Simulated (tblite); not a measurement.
Species: C5H7F (charge +1 and doublet state).
Bonds: F1–C2, C2–C3, C3–C4, C4–C5, C5–C6, C3–C6. Hydrogens: H7 on C2; H8, H9 on C4; H10, H11 on C5; H12, H13 on C6.

Computed with GFN2-xTB (tblite), gas phase: L-BFGS steps from a force-field or distance-geometry start until the largest atomic force falls under 0.01 eV/Å.

Step 8: E = -502.3136 eV
```
atom  x, y, z in Å  |  force x, y, z in eV/Å
F1      2.6063    0.2239   -1.1879    0.007  -0.013   0.114
C2      1.9955    0.1098   -0.0398    0.042   0.106   0.029
C3      0.6341    0.0464    0.0058    0.007  -0.110  -0.009
C4     -0.4116    0.0323   -1.0389   -0.072  -0.035   0.056
C5     -1.4683    0.0155    0.0644   -0.023   0.019   0.008
C6     -0.3489   -0.1170    1.0975    0.012  -0.017  -0.047
H7      2.6586    0.0974    0.8254   -0.074  -0.008  -0.133
H8     -0.3775   -0.8817   -1.6466   -0.034  -0.014  -0.028
H9     -0.4349    0.8348   -1.7844    0.061   0.056   0.110
H10    -2.2173   -0.7767    0.0315    0.058  -0.059  -0.009
H11    -2.0280    0.9500    0.1475    0.009   0.035  -0.004
H12    -0.2852   -1.1088    1.5618   -0.038  -0.026   0.031
H13    -0.3271    0.5746    1.9460    0.047   0.067  -0.118
```

Step 9: E = -502.3163 eV
```
atom  x, y, z in Å  |  force x, y, z in eV/Å
F1      2.6067    0.2262   -1.1846    0.050  -0.009   0.024
C2      1.9962    0.1088   -0.0389   -0.071   0.110   0.004
C3      0.6347    0.0435    0.0055   -0.033  -0.161  -0.024
C4     -0.4131    0.0299   -1.0389   -0.009  -0.020   0.002
C5     -1.4684    0.0168    0.0643   -0.014  -0.009   0.031
C6     -0.3485   -0.1189    1.0974    0.014  -0.025  -0.019
H7      2.6570    0.0998    0.8233   -0.009  -0.015  -0.030
H8     -0.3830   -0.8807   -1.6556   -0.030   0.025   0.032
H9     -0.4312    0.8355   -1.7823    0.050   0.051   0.122
H10    -2.2135   -0.7780    0.0312    0.028  -0.065  -0.006
H11    -2.0303    0.9504    0.1478    0.025   0.017  -0.005
H12    -0.2888   -1.1093    1.5702   -0.037   0.028  -0.019
H13    -0.3221    0.5763    1.9429    0.037   0.072  -0.112
```

Step 10: E = -502.3191 eV
```
atom  x, y, z in Å  |  force x, y, z in eV/Å
F1      2.6082    0.2283   -1.1805    0.079   0.004  -0.067
C2      1.9957    0.1101   -0.0381   -0.146   0.079  -0.025
C3      0.6347    0.0373    0.0047   -0.059  -0.170  -0.035
C4     -0.4148    0.0271   -1.0386    0.045  -0.006  -0.050
C5     -1.4688    0.0179    0.0648   -0.007  -0.038   0.038
C6     -0.3480   -0.1211    1.0969    0.004  -0.031   0.015
H7      2.6551    0.1021    0.8205    0.049  -0.013   0.082
H8     -0.3891   -0.8793   -1.6640   -0.032   0.053   0.074
H9     -0.4264    0.8373   -1.7776    0.039   0.049   0.120
H10    -2.2091   -0.7807    0.0307   -0.004  -0.059   0.000
H11    -2.0322    0.9513    0.1480    0.036  -0.009  -0.004
H12    -0.2933   -1.1094    1.5782   -0.036   0.067  -0.053
H13    -0.3163    0.5796    1.9373    0.032   0.074  -0.094
```

Step 11: E = -502.3229 eV
```
atom  x, y, z in Å  |  force x, y, z in eV/Å
F1      2.6111    0.2315   -1.1757    0.082   0.023  -0.142
C2      1.9936    0.1134   -0.0374   -0.159   0.014  -0.050
C3      0.6338    0.0249    0.0028   -0.056  -0.128  -0.037
C4     -0.4170    0.0234   -1.0385    0.079   0.005  -0.087
C5     -1.4694    0.0184    0.0658    0.001  -0.068   0.026
C6     -0.3473   -0.1244    1.0963   -0.014  -0.029   0.042
H7      2.6529    0.1049    0.8179    0.081  -0.003   0.178
H8     -0.3983   -0.8764   -1.6745   -0.037   0.061   0.097
H9     -0.4190    0.8410   -1.7691    0.025   0.053   0.103
H10    -2.2032   -0.7856    0.0301   -0.040  -0.042   0.011
H11    -2.0340    0.9519    0.1482    0.044  -0.045  -0.001
H12    -0.3002   -1.1081    1.5887   -0.034   0.085  -0.071
H13    -0.3075    0.5856    1.9279    0.028   0.074  -0.068
```

Question: Estimate the geometry and energy of step 12. (The exact step hangs on the optimiser's Hessian estimate; all steps are aligned on step 11, rigid shifts and turns removed.)

Answer: E = -502.3267 eV, largest force 0.197 eV/Å
```
atom  x, y, z in Å  |  force x, y, z in eV/Å
F1      2.6150    0.2355   -1.1722    0.044   0.036  -0.148
C2      1.9905    0.1169   -0.0373   -0.082  -0.063  -0.052
C3      0.6324    0.0081    0.0000   -0.016  -0.037  -0.023
C4     -0.4186    0.0196   -1.0391    0.071   0.012  -0.078
C5     -1.4698    0.0176    0.0669    0.008  -0.081  -0.004
C6     -0.3468   -0.1279    1.0958   -0.023  -0.014   0.039
H7      2.6510    0.1084    0.8175    0.053   0.009   0.190
H8     -0.4095   -0.8720   -1.6849   -0.040   0.038   0.084
H9     -0.4102    0.8463   -1.7586    0.015   0.060   0.077
H10    -2.1976   -0.7917    0.0297   -0.067  -0.020   0.021
H11    -2.0350    0.9512    0.1483    0.042  -0.073   0.002
H12    -0.3086   -1.1051    1.5994   -0.031   0.064  -0.059
H13    -0.2970    0.5935    1.9167    0.025   0.068  -0.048
```

The energy changes by -0.0038 eV. The first-order estimate −F·Δx gives -0.0053 eV and the mean of the old and new forces, exact on a quadratic surface, -0.0038 eV. The step makes an angle of 72° with the force vector and moves no atom by more than 0.017 Å.

What follows is the cost of the whole relaxation. Hardware: one thread, Arm Neoverse V1 (aarch64), on a shared host. Cost: 0.22 s.
